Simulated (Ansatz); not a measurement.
## Ansatz (development build ahead of 0.2.0) run

```yaml
crystal:
  periodic: [false, false, false]
  atoms:
    - { symbol: C, position_ang: [-0.19284, 0.58198, -0.76878] }
    - { symbol: F, position_ang: [0.2331, -0.71425, 0.90244] }
    - { symbol: H, position_ang: [-0.9585, -0.09154, -1.14347] }
    - { symbol: H, position_ang: [-0.47069, 1.39954, -0.11007] }
    - { symbol: H, position_ang: [0.82401, 0.50302, -1.14184] }
basis:
  gaussian: { orbitals: def2-SVP }
total_charge: 1
magnetization:
  spin_polarized: true
  initial_magnetization: 1
hamiltonian:
  xc: hf
output:
  forces: true
```

The input is written out in the form of the current development build from the run's settings.

Output:

```
Converged                       : yes
Total energy                    : -138.49520 hartree
Spin squared of the determinant : 0.754
Stability test                  : minimum
```

Forces (eV/Å):
```tsv
atom	Fx	Fy	Fz
C1	0.007	-0.004	0.004
F2	0.001	-0.007	0.004
H3	-0.003	0.003	0.001
H4	-0.003	0.003	-0.008
H5	-0.003	0.005	-0.002
```
